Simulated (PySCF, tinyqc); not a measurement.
Inside a calculation. Method: RHF in the sto-3g basis, for LiH, spin multiplicity 1. The lowest restricted solution is unstable here: a spin-polarised one lies 0.0270 hartree lower (PySCF). One step of it, computed by the program tinyqc.

Question. Iteration 2: building the Fock matrix. J_ij = sum D_kl (ij|kl), K_ij = sum D_kl (ik|jl); F = H + J - 0.5 K; E = tr D H + tr D J / 2 - 0.25 tr D K + E_nn.

D after iteration 1, order 1Li 1s, 1Li 2s, 1Li 2px, 1Li 2py, 1Li 2pz, 2H 1s:
$$\begin{pmatrix}
2.040516 & -0.197621 & 0.018973 & -0.006582 & -0.106655 & -0.198691 \\
-0.197621 & 0.928437 & 0.051269 & -0.014567 & 0.458086 & 0.646743 \\
0.018973 & 0.051269 & 0.003278 & -0.000949 & 0.025159 & 0.034801 \\
-0.006582 & -0.014567 & -0.000949 & 0.000275 & -0.007143 & -0.009852 \\
-0.106655 & 0.458086 & 0.025159 & -0.007143 & 0.226059 & 0.319379 \\
-0.198691 & 0.646743 & 0.034801 & -0.009852 & 0.319379 & 0.452381
\end{pmatrix}$$

core Hamiltonian H = T + V (hartree), order 1Li 1s, 1Li 2s, 1Li 2px, 1Li 2py, 1Li 2pz, 2H 1s:
$$\begin{pmatrix}
-4.618445 & -1.035786 & 0.000000 & 0.000000 & -0.006639 & -0.036918 \\
-1.035786 & -1.312749 & 0.000000 & 0.000000 & -0.073421 & -0.284449 \\
0.000000 & 0.000000 & -1.068000 & 0.000000 & 0.000000 & 0.000000 \\
0.000000 & 0.000000 & 0.000000 & -1.068000 & 0.000000 & 0.000000 \\
-0.006639 & -0.073421 & 0.000000 & 0.000000 & -1.120436 & -0.409766 \\
-0.036918 & -0.284449 & 0.000000 & 0.000000 & -0.409766 & -1.103619
\end{pmatrix}$$

Two-electron integrals (ij|kl) in chemists' order, unique and non-zero (hartree):
```
(11|11) 1.680395   (21|11) 0.265420   (21|21) 0.049941   (22|11) 0.397727
(22|21) 0.092860   (22|22) 0.290562   (31|31) 0.008981   (32|31) 0.013788
(32|32) 0.064184   (33|11) 0.396640   (33|21) 0.092880   (33|22) 0.290497
(33|33) 0.312946   (41|41) 0.008981   (42|41) 0.013788   (42|42) 0.064184
(43|43) 0.016869   (44|11) 0.396640   (44|21) 0.092880   (44|22) 0.290497
(44|33) 0.279207   (44|44) 0.312946   (51|51) 0.008981   (52|51) 0.013788
(52|52) 0.064184   (53|53) 0.016869   (54|54) 0.016869   (55|11) 0.396640
(55|21) 0.092880   (55|22) 0.290497   (55|33) 0.279207   (55|44) 0.279207
(55|55) 0.312946   (61|11) 0.008461   (61|21) 0.001627   (61|22) 0.003169
(61|33) 0.003124   (61|44) 0.003124   (61|51) 0.000238   (61|52) 0.000472
(61|55) 0.003263   (61|61) 0.000061   (62|11) 0.053427   (62|21) 0.012785
(62|22) 0.047251   (62|33) 0.044408   (62|44) 0.044408   (62|51) 0.001870
(62|52) 0.015036   (62|55) 0.052889   (62|61) 0.000524   (62|62) 0.017574
(63|31) 0.000592   (63|32) 0.003607   (63|53) 0.001802   (63|63) 0.000749
(64|41) 0.000592   (64|42) 0.003607   (64|54) 0.001802   (64|64) 0.000749
(65|11) 0.077034   (65|21) 0.018503   (65|22) 0.069625   (65|33) 0.064934
(65|44) 0.064934   (65|51) 0.002873   (65|52) 0.023355   (65|55) 0.078936
(65|61) 0.000769   (65|62) 0.027338   (65|65) 0.042666   (66|11) 0.212341
(66|21) 0.051197   (66|22) 0.206030   (66|33) 0.190258   (66|44) 0.190258
(66|51) 0.006627   (66|52) 0.070135   (66|55) 0.237331   (66|61) 0.002081
(66|62) 0.104112   (66|65) 0.164969   (66|66) 0.774606
```

nuclear repulsion = 0.63705122 hartree

Give: Coulomb J; exchange K; Fock matrix F; total energy of this density.

Answer.

Coulomb J (hartree), order 1Li 1s, 1Li 2s, 1Li 2px, 1Li 2py, 1Li 2pz, 2H 1s:
$$\begin{pmatrix}
3.9953 & 0.6803 & 0.0018 & -0.0005 & 0.0179 & 0.0228 \\
0.6803 & 1.3089 & 0.0074 & -0.0021 & 0.1218 & 0.2604 \\
0.0018 & 0.0074 & 1.2903 & 0.0000 & 0.0010 & 0.0005 \\
-0.0005 & -0.0021 & 0.0000 & 1.2902 & -0.0003 & -0.0002 \\
0.0179 & 0.1218 & 0.0010 & -0.0003 & 1.3390 & 0.3903 \\
0.0228 & 0.2604 & 0.0005 & -0.0002 & 0.3903 & 1.3111
\end{pmatrix}$$

exchange K (hartree), order 1Li 1s, 1Li 2s, 1Li 2px, 1Li 2py, 1Li 2pz, 2H 1s:
$$\begin{pmatrix}
3.3713 & 0.5429 & 0.0133 & -0.0043 & 0.0048 & 0.0145 \\
0.5429 & 0.4233 & 0.0219 & -0.0063 & 0.2385 & 0.2987 \\
0.0133 & 0.0219 & 0.0832 & -0.0003 & 0.0098 & 0.0109 \\
-0.0043 & -0.0063 & -0.0003 & 0.0823 & -0.0028 & -0.0031 \\
0.0048 & 0.2385 & 0.0098 & -0.0028 & 0.2421 & 0.2917 \\
0.0145 & 0.2987 & 0.0109 & -0.0031 & 0.2917 & 0.6404
\end{pmatrix}$$

Fock matrix F (hartree), order 1Li 1s, 1Li 2s, 1Li 2px, 1Li 2py, 1Li 2pz, 2H 1s:
$$\begin{pmatrix}
-2.3088 & -0.6270 & -0.0049 & 0.0016 & 0.0088 & -0.0214 \\
-0.6270 & -0.2155 & -0.0036 & 0.0010 & -0.0709 & -0.1734 \\
-0.0049 & -0.0036 & 0.1807 & 0.0001 & -0.0039 & -0.0049 \\
0.0016 & 0.0010 & 0.0001 & 0.1810 & 0.0011 & 0.0014 \\
0.0088 & -0.0709 & -0.0039 & 0.0011 & 0.0975 & -0.1653 \\
-0.0214 & -0.1734 & -0.0049 & 0.0014 & -0.1653 & -0.1127
\end{pmatrix}$$

total energy of this density = -7.738798 hartree
